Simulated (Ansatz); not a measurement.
Mulliken charges of CH$_{4}$O$_{2}$ (`OCO`) from r2SCAN/def2-TZVPP in Ansatz (PBE0-D4/def2-TZVP geometry).

| atom | x (Å) | y (Å) | z (Å) | charge (e) |
| --- | --- | --- | --- | --- |
| O1 | -1.172 | -0.450 | -0.120 | -0.344 |
| C2 | -0.048 | 0.253 | 0.319 | 0.235 |
| O3 | 1.131 | -0.497 | 0.314 | -0.344 |
| H4 | -1.162 | -0.504 | -1.079 | 0.188 |
| H5 | 0.081 | 1.179 | -0.261 | 0.033 |
| H6 | -0.240 | 0.503 | 1.362 | 0.045 |
| H7 | 1.472 | -0.552 | -0.582 | 0.188 |

**Question.** By hand: the dipole of these point charges (1 e Å = 4.8032 D).

**Answer.** Σ q r = (0.053, 0.248, -0.251) e Å, of length 0.357 e Å = 1.71 D.

**Question.** How does the dipole of the full density compare? (Estimate.)

**Answer.** Ansatz gave: (0.101, 0.232, -0.500) e Å, 2.69 D; the point charges give 0.64 times that, at 20° from its direction.

Point charges leave out the atoms' own dipoles, such as those of lone pairs, and Mulliken's split depends on the basis, so the two needn't agree.
